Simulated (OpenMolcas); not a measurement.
# SiH2 (SMILES [H][Si][H]): the energy, rung by rung

SiH2: 3 atoms, total charge 0, spin state singlet. As SMILES, `[H][Si][H]`. The coordinates come from a GFN2-xTB relaxation.

```xyz
3

Si    0.0052   -0.0082   -0.6557
H     1.1102   -0.0200    0.3374
H    -1.1155    0.0282    0.3183
```

Each level gives the energy change with the Si1–H3 bond stretched from 1.485 to 2.228 Å (eV). The values are calculated.

```json
{"level": "r2SCAN/6-31G* (spherical functions) (restricted)", "kind": "meta-GGA", "program": "OpenMolcas", "value (eV)": "1.50", "CPU time (all runs)": "7.9 s"}
{"level": "B3LYP/6-31G* (spherical functions) (restricted)", "kind": "global hybrid", "program": "OpenMolcas", "value (eV)": "1.49", "CPU time (all runs)": "6.6 s"}
{"level": "CASPT2(2,2)/6-31G* (spherical functions)", "kind": "multireference", "program": "OpenMolcas", "value (eV)": "?", "CPU time (all runs)": "3.3 s"}
{"level": "CASSCF(2,2)/6-31G* (spherical functions)", "kind": "multireference", "program": "OpenMolcas", "value (eV)": "?", "CPU time (all runs)": "3.3 s"}
{"level": "MRCI(2,2)/6-31G* (spherical functions)", "kind": "multireference", "program": "OpenMolcas", "value (eV)": "1.46", "CPU time (all runs)": "3.5 s"}
{"level": "SC-NEVPT2(2,2)/6-31G* (spherical functions)", "kind": "multireference", "program": "OpenMolcas", "value (eV)": "1.68", "CPU time (all runs)": "3.3 s"}
{"level": "ACPF/6-31G* (spherical functions) (restricted)", "kind": "coupled cluster or CI", "program": "OpenMolcas", "value (eV)": "1.37", "CPU time (all runs)": "3.5 s"}
{"level": "CCSD(T)/6-31G* (spherical functions) (restricted)", "kind": "coupled cluster or CI", "program": "OpenMolcas", "value (eV)": "1.38", "CPU time (all runs)": "4.5 s"}
{"level": "FCI/6-31G* (spherical functions)", "kind": "exact in the basis", "program": "OpenMolcas", "value (eV)": "1.38", "CPU time (all runs)": "19 s"}
```

Estimate what the levels marked ? give.

As computed at these levels: CASPT2(2,2)/6-31G* (spherical functions): 1.67 eV; CASSCF(2,2)/6-31G* (spherical functions): 1.82 eV. The first shape isn't each level's own minimum. The values span 1.37 to 1.82 eV. CPU times are rough (shared hosts, several kinds of processor): they show what a rung costs within a factor of a few.
